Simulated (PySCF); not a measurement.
H2O2, SMILES OO. Atoms are numbered in the order given.

```xyz
4

O      0.1158     0.7234    -0.0576
O     -0.1158    -0.7234    -0.0576
H     -0.6597     1.0155     0.4612
H      0.6597    -1.0155     0.4612
```

Geometry: PBE-D3(BJ)/def2-TZVP.

Calculation: PBE0/pcSseg-2 in PySCF.

GIAO shieldings, no solvent; atoms alike by connectivity are averaged. δ = σ(ref) − σ: ¹⁷O against H2O (σ = 327.8 ppm); ¹H against TMS (σ = 31.54 ppm), references at their B3LYP-D3(BJ)/def2-TZVP geometries, non-relativistic.

Computed chemical shifts:
| nucleus | atoms | count | δ (ppm) |
|---|---|---|---|
| ¹⁷O | O1, O2 | 2 | 232.2 |
| ¹H | H3, H4 | 2 | 7.03 |
